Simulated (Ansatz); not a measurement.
## BPH4 (SMILES BP): methods side by side

The species is BPH4 (6 atoms), meant as a singlet with charge 0. As SMILES, `BP`. The coordinates come from a GFN2-xTB relaxation.

```csv
atom,x (Å),y (Å),z (Å)
B,0.0027,-0.8680,0.1189
P,0.3787,0.9288,0.2596
H,-0.7775,-1.3512,0.8429
H,0.6592,-1.5409,-0.5759
H,0.5991,1.3191,-1.0437
H,-0.8623,1.5122,0.3982
```

Each level gives the energy change with the P2–H5 bond stretched from 1.378 to 2.067 Å (eV). The values are calculated.

| level | kind | program | value (eV) | less FCI/STO-3G | CPU time (all runs) |
| --- | --- | --- | --- | --- | --- |
| HF/STO-3G (restricted) | Hartree–Fock | Ansatz | 3.66 | +1.18 | 0.16 s |
| BLYP/STO-3G (restricted) | GGA | Ansatz | 2.42 | -0.06 | 1.3 s |
| BHLYP/STO-3G (restricted) | global hybrid | Ansatz | 3.14 | +0.66 | 1.3 s |
| r2SCAN0/STO-3G (restricted) | hybrid meta-GGA | Ansatz | 3.00 | +0.52 | 2.7 s |
| wB97X/STO-3G (restricted) | range-separated hybrid | Ansatz | 3.07 | +0.59 | 5.6 s |
| B2PLYP/STO-3G (restricted) | double hybrid | Ansatz | 2.88 | +0.40 | 2 s |
| RPA@PBE/STO-3G (restricted) | RPA | Ansatz | 2.54 | +0.06 | 1.9 s |
| CCSDT/STO-3G (restricted) | coupled cluster or CI | Ansatz | 2.49 | +0.01 | 0.45 s |
| CCSDTQ/STO-3G (restricted) | coupled cluster or CI | Ansatz | 2.48 | 0.00 | 4.8 s |
| FCI/STO-3G | exact in the basis | Ansatz | 2.48 | 0.00 | 6.2 s |

FCI/STO-3G is exact within its basis and frozen core, so for wave-function methods in that basis the difference is their error; functionals converge differently with the basis, so for them it is only a difference. A spin-restricted reference rises too steeply as a bond breaks; here HF/STO-3G, BHLYP/STO-3G, r2SCAN0/STO-3G, wB97X/STO-3G lie well above the multireference or unrestricted value. The first shape isn't each level's own minimum. The values span 2.42 to 3.66 eV. All rows use very small basis sets, so none should be taken for the real molecule's value. Times are those of the runs behind each value, whatever else they computed, on shared processors of several kinds: orders of magnitude only.
